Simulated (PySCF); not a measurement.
# BCCD(T)/STO-6G run of BH3Cl− (SMILES [BH3-]Cl)

Aim: the energy change on altering one bond length of BH3Cl− at BCCD(T)/STO-6G, from 2 runs. Input form: a Python script.

Program for the calculation: PySCF 2.14.0.

16 further runs of the same task are left out: 1 that didn't finish, 15 set aside as unsound or not needed.

## Step 1: The structure to begin with

BH3Cl−: 5 atoms, total charge -1, spin state singlet. SMILES: `[BH3-]Cl`. The shape is that of a GFN2-xTB optimisation.

Bond lengths: B1–Cl2 1.873 Å, B1–H3 1.208 Å, B1–H4 1.208 Å, B1–H5 1.208 Å. Angles: Cl2–B1–H3 106.7°, Cl2–B1–H4 106.7°, Cl2–B1–H5 106.7°, H3–B1–H4 112.0°, H3–B1–H5 112.2°, H4–B1–H5 112.1°.

## Step 2: The energy at BCCD(T)/STO-6G

calc.py

```python
from pyscf import gto, scf, cc
from pyscf.cc.bccd import bccd_kernel_

mol = gto.M(
    atom=[
    ('B', (0.082390, -0.047870, 0.135930)),
    ('Cl', (-0.845860, 0.496450, -1.396970)),
    ('H', (1.223080, -0.254620, -0.203070)),
    ('H', (-0.460100, -1.051350, 0.532730)),
    ('H', (0.000500, 0.857390, 0.931390)),
],
    verbose=3,
    max_memory=1860,
    charge=-1,
    basis='sto-6g',
)

mf = scf.RHF(mol)
mf.conv_tol = 1e-10
mf.kernel()
if not mf.converged:
    mf = mf.newton().run(mf.mo_coeff, mf.mo_occ)

mycc = cc.CCSD(mf, frozen=6).run()
mycc = bccd_kernel_(mycc, diis=True)
e_t = mycc.ccsd_t()
e_tot = mycc.e_tot + e_t
print('E(%s) = %.9f' % ('BCCD(T)', e_tot))
```

Started as:

```bash
$ OMP_NUM_THREADS=1 python calc.py
```

Log:

```text
converged SCF energy = -484.324196297451
E(CCSD) = -484.3875445101985  E_corr = -0.06334821274796058
BCCD loop starts.

******** <class 'pyscf.cc.ccsd.CCSD'> ********
CC2 = 0
CCSD nocc = 7, nmo = 11
frozen orbitals 6
max_cycle = 50
direct = 0
conv_tol = 1e-07
conv_tol_normt = 1e-05
diis_space = 6
diis_start_cycle = 0
diis_start_energy_diff = 1e+09
Init E_corr(CCSD) = -0.063182011774416
cycle = 1  E_corr(CCSD) = -0.0643419944371088  dE = -0.00115998266  norm(t1,t2) = 0.0178403
cycle = 2  E_corr(CCSD) = -0.0641008789216519  dE = 0.000241115515  norm(t1,t2) = 0.00293481
cycle = 3  E_corr(CCSD) = -0.0640007869367855  dE = 0.000100091985  norm(t1,t2) = 0.00102348
cycle = 4  E_corr(CCSD) = -0.0639791605823091  dE = 2.16263545e-05  norm(t1,t2) = 0.00018967
cycle = 5  E_corr(CCSD) = -0.0639770670868055  dE = 2.0934955e-06  norm(t1,t2) = 4.2767e-05
cycle = 6  E_corr(CCSD) = -0.0639770887419165  dE = -2.16551111e-08  norm(t1,t2) = 8.03013e-06
CCSD converged
E(CCSD) = -484.387440817807  E_corr = -0.06397708874191654
BCC iter:    0  E:    -484.387440817807  dE:    1.037e-04  |t1|:    2.421e-03

******** <class 'pyscf.cc.ccsd.CCSD'> ********
CC2 = 0
CCSD nocc = 7, nmo = 11
frozen orbitals 6
max_cycle = 50
direct = 0
conv_tol = 1e-07
conv_tol_normt = 1e-05
diis_space = 6
diis_start_cycle = 0
diis_start_energy_diff = 1e+09
Init E_corr(CCSD) = -0.0638988045041222
cycle = 1  E_corr(CCSD) = -0.0637841378096617  dE = 0.000114666694  norm(t1,t2) = 0.00213967
cycle = 2  E_corr(CCSD) = -0.063812629249532  dE = -2.84914399e-05  norm(t1,t2) = 0.000309807
cycle = 3  E_corr(CCSD) = -0.0638245875367702  dE = -1.19582872e-05  norm(t1,t2) = 8.2677e-05
cycle = 4  E_corr(CCSD) = -0.0638275968328415  dE = -3.00929607e-06  norm(t1,t2) = 1.72135e-05
cycle = 5  E_corr(CCSD) = -0.0638280400109471  dE = -4.43178106e-07  norm(t1,t2) = 4.25592e-06
cycle = 6  E_corr(CCSD) = -0.0638280126871508  dE = 2.73237963e-08  norm(t1,t2) = 7.27705e-07
CCSD converged
E(CCSD) = -484.3874541118641  E_corr = -0.06382801268715077
BCC iter:    1  E:    -484.387454111864  dE:   -1.329e-05  |t1|:    7.156e-05

******** <class 'pyscf.cc.ccsd.CCSD'> ********
CC2 = 0
CCSD nocc = 7, nmo = 11
frozen orbitals 6
max_cycle = 50
direct = 0
conv_tol = 1e-07
conv_tol_normt = 1e-05
diis_space = 6
diis_start_cycle = 0
diis_start_energy_diff = 1e+09
Init E_corr(CCSD) = -0.0638293083697214
cycle = 1  E_corr(CCSD) = -0.0638316968925209  dE = -2.3885228e-06  norm(t1,t2) = 6.09539e-05
cycle = 2  E_corr(CCSD) = -0.0638311714116742  dE = 5.25480847e-07  norm(t1,t2) = 1.00784e-05
cycle = 3  E_corr(CCSD) = -0.0638308933061465  dE = 2.78105528e-07  norm(t1,t2) = 2.33969e-06
cycle = 4  E_corr(CCSD) = -0.0638308257922656  dE = 6.75138809e-08  norm(t1,t2) = 3.61062e-07
CCSD converged
E(CCSD) = -484.3874537992346  E_corr = -0.06383082579226555
BCC iter:    2  E:    -484.387453799235  dE:    3.126e-07  |t1|:    1.346e-06
CCSD(T) correction = -0.000443926409498886
E(BCCD(T)) = -484.387897726
```

Run time: 0.99 s. Hardware: 1 thread of Intel Xeon Platinum 8488C (Sapphire Rapids), shared host; peak memory 0.1 GiB.

## Step 3: The distorted shape at the same level

run.py

```python
from pyscf import gto, scf, cc
from pyscf.cc.bccd import bccd_kernel_

mol = gto.M(
    atom='''
B      1.385882     2.185098    -0.642940
Cl    -0.368257     3.213714    -3.539701
H      3.541473     1.794397    -1.283557
H     -0.869463    -1.986764     1.006714
H      1.231132     3.895791     0.860262
''',
    spin=0,
    basis='sto-6g',
    max_memory=1860,
    verbose=3,
    charge=-1,
    unit='bohr',
)

myscf = scf.RHF(mol)
myscf.conv_tol = 1e-10
myscf.kernel()
if not myscf.converged:
    myscf = myscf.newton().run(myscf.mo_coeff, myscf.mo_occ)

mycc = cc.CCSD(myscf, frozen=6).run()
mycc = bccd_kernel_(mycc, diis=True)
e_t = mycc.ccsd_t()
etot = mycc.e_tot + e_t
print('E(%s) = %.9f' % ('BCCD(T)', etot))
```

Started as:

```bash
$ OMP_NUM_THREADS=1 python run.py
```

Log:

```text
converged SCF energy = -484.050400407284
E(CCSD) = -484.1912436488066  E_corr = -0.1408432415221547
BCCD loop starts.

******** <class 'pyscf.cc.ccsd.CCSD'> ********
CC2 = 0
CCSD nocc = 7, nmo = 11
frozen orbitals 6
max_cycle = 50
direct = 0
conv_tol = 1e-07
conv_tol_normt = 1e-05
diis_space = 6
diis_start_cycle = 0
diis_start_energy_diff = 1e+09
Init E_corr(CCSD) = -0.0846880879322048
cycle = 1  E_corr(CCSD) = -0.265032484649459  dE = -0.180344397  norm(t1,t2) = 0.54811
cycle = 2  E_corr(CCSD) = -0.152970209195389  dE = 0.112062275  norm(t1,t2) = 0.352173
cycle = 3  E_corr(CCSD) = -0.208117164169245  dE = -0.055146955  norm(t1,t2) = 0.292228
cycle = 4  E_corr(CCSD) = -0.211913058959006  dE = -0.00379589479  norm(t1,t2) = 0.0231207
cycle = 5  E_corr(CCSD) = -0.212667313401698  dE = -0.000754254443  norm(t1,t2) = 0.00388047
cycle = 6  E_corr(CCSD) = -0.212743145496831  dE = -7.58320951e-05  norm(t1,t2) = 0.000564801
cycle = 7  E_corr(CCSD) = -0.212783453306905  dE = -4.03078101e-05  norm(t1,t2) = 0.000202725
cycle = 8  E_corr(CCSD) = -0.212791042496564  dE = -7.58918966e-06  norm(t1,t2) = 4.23342e-05
cycle = 9  E_corr(CCSD) = -0.212790089364167  dE = 9.53132397e-07  norm(t1,t2) = 1.35594e-05
cycle = 10  E_corr(CCSD) = -0.212789661787453  dE = 4.27576713e-07  norm(t1,t2) = 6.28545e-06
cycle = 11  E_corr(CCSD) = -0.212789617939226  dE = 4.38482272e-08  norm(t1,t2) = 2.11347e-06
CCSD converged
E(CCSD) = -484.1914382562954  E_corr = -0.2127896179392262
BCC iter:    0  E:    -484.191438256295  dE:   -1.946e-04  |t1|:    1.448e-01

******** <class 'pyscf.cc.ccsd.CCSD'> ********
CC2 = 0
CCSD nocc = 7, nmo = 11
frozen orbitals 6
max_cycle = 50
direct = 0
conv_tol = 1e-07
conv_tol_normt = 1e-05
diis_space = 6
diis_start_cycle = 0
diis_start_energy_diff = 1e+09
Init E_corr(CCSD) = -0.189926726100162
cycle = 1  E_corr(CCSD) = -0.139237181253592  dE = 0.0506895448  norm(t1,t2) = 0.214351
cycle = 2  E_corr(CCSD) = -0.179747931213235  dE = -0.04051075  norm(t1,t2) = 0.140119
cycle = 3  E_corr(CCSD) = -0.166006068773234  dE = 0.0137418624  norm(t1,t2) = 0.0876868
cycle = 4  E_corr(CCSD) = -0.171671037478639  dE = -0.00566496871  norm(t1,t2) = 0.0113396
cycle = 5  E_corr(CCSD) = -0.16947629004217  dE = 0.00219474744  norm(t1,t2) = 0.00909561
cycle = 6  E_corr(CCSD) = -0.169085352076896  dE = 0.000390937965  norm(t1,t2) = 0.00092331
cycle = 7  E_corr(CCSD) = -0.169315139473543  dE = -0.000229787397  norm(t1,t2) = 0.000710191
cycle = 8  E_corr(CCSD) = -0.169284430022781  dE = 3.07094508e-05  norm(t1,t2) = 0.000126317
cycle = 9  E_corr(CCSD) = -0.169285561532403  dE = -1.13150962e-06  norm(t1,t2) = 1.38142e-05
cycle = 10  E_corr(CCSD) = -0.169286430952179  dE = -8.69419775e-07  norm(t1,t2) = 5.53921e-06
cycle = 11  E_corr(CCSD) = -0.169286971203311  dE = -5.40251132e-07  norm(t1,t2) = 2.0708e-06
cycle = 12  E_corr(CCSD) = -0.169286912720087  dE = 5.84832242e-08  norm(t1,t2) = 4.80051e-07
CCSD converged
E(CCSD) = -484.1916319103373  E_corr = -0.1692869127200866
BCC iter:    1  E:    -484.191631910337  dE:   -1.937e-04  |t1|:    1.392e-03

******** <class 'pyscf.cc.ccsd.CCSD'> ********
CC2 = 0
CCSD nocc = 7, nmo = 11
frozen orbitals 6
max_cycle = 50
direct = 0
conv_tol = 1e-07
conv_tol_normt = 1e-05
diis_space = 6
diis_start_cycle = 0
diis_start_energy_diff = 1e+09
Init E_corr(CCSD) = -0.169311249019977
cycle = 1  E_corr(CCSD) = -0.169416306529396  dE = -0.000105057509  norm(t1,t2) = 0.00134372
cycle = 2  E_corr(CCSD) = -0.169318266149293  dE = 9.80403801e-05  norm(t1,t2) = 0.000344106
cycle = 3  E_corr(CCSD) = -0.169350875388241  dE = -3.26092389e-05  norm(t1,t2) = 0.000187911
cycle = 4  E_corr(CCSD) = -0.169345541532316  dE = 5.33385592e-06  norm(t1,t2) = 3.77374e-05
cycle = 5  E_corr(CCSD) = -0.169346389581754  dE = -8.48049438e-07  norm(t1,t2) = 1.49363e-05
cycle = 6  E_corr(CCSD) = -0.169347336497212  dE = -9.46915458e-07  norm(t1,t2) = 7.18241e-06
cycle = 7  E_corr(CCSD) = -0.169347662781548  dE = -3.26284336e-07  norm(t1,t2) = 1.50383e-06
cycle = 8  E_corr(CCSD) = -0.169347770333504  dE = -1.07551956e-07  norm(t1,t2) = 5.12457e-07
cycle = 9  E_corr(CCSD) = -0.169347809259652  dE = -3.89261485e-08  norm(t1,t2) = 1.81544e-07
CCSD converged
E(CCSD) = -484.1915973286317  E_corr = -0.1693478092596521
BCC iter:    2  E:    -484.191597328632  dE:    3.458e-05  |t1|:    1.420e-04

******** <class 'pyscf.cc.ccsd.CCSD'> ********
CC2 = 0
CCSD nocc = 7, nmo = 11
frozen orbitals 6
max_cycle = 50
direct = 0
conv_tol = 1e-07
conv_tol_normt = 1e-05
diis_space = 6
diis_start_cycle = 0
diis_start_energy_diff = 1e+09
Init E_corr(CCSD) = -0.169339896797116
cycle = 1  E_corr(CCSD) = -0.169296107978478  dE = 4.37888186e-05  norm(t1,t2) = 0.000182022
cycle = 2  E_corr(CCSD) = -0.169329892138994  dE = -3.37841605e-05  norm(t1,t2) = 0.000115108
cycle = 3  E_corr(CCSD) = -0.169317534194936  dE = 1.23579441e-05  norm(t1,t2) = 7.52363e-05
cycle = 4  E_corr(CCSD) = -0.169318844647319  dE = -1.31045238e-06  norm(t1,t2) = 5.80089e-06
cycle = 5  E_corr(CCSD) = -0.169319232520849  dE = -3.8787353e-07  norm(t1,t2) = 1.66973e-06
cycle = 6  E_corr(CCSD) = -0.169319280156392  dE = -4.76355431e-08  norm(t1,t2) = 4.21759e-07
CCSD converged
E(CCSD) = -484.1915990134046  E_corr = -0.1693192801563922
BCC iter:    3  E:    -484.191599013405  dE:   -1.685e-06  |t1|:    6.153e-06
CCSD(T) correction = -0.00312517484235379
E(BCCD(T)) = -484.194724188
```

Wall time 1.1 s (1 thread of Intel Xeon Platinum 8488C (Sapphire Rapids), shared host); peak memory 0.1 GiB.

## Step 4: Summary of results

Level: BCCD(T)/STO-6G, 6 core orbitals frozen.

| quantity | value |
| --- | --- |
| first shape: total energy | -484.38790 Eh |
| first shape: correlation energy (6 core orbitals frozen) | -63.7 mEh |
| first shape: (T) correction | -0.44 mEh |
| distorted shape: total energy | -484.19472 Eh |
| distorted shape: correlation energy (6 core orbitals frozen) | -144.3 mEh |
| distorted shape: (T) correction | -3.13 mEh |
| energy change with the B1–H4 bond stretched from 1.208 to 2.657 Å | 5.257 eV |

In words: With the B1–H4 bond stretched from 1.208 to 2.657 Å the energy rises by 5.26 eV (507 kJ/mol). The first shape isn't relaxed at this level, so the change isn't measured from a minimum. The minimal basis adds a large error of its own. The triples (first shape) make up 0.7 % of the correlation energy. The triples (distorted shape) make up 2.2 % of the correlation energy.
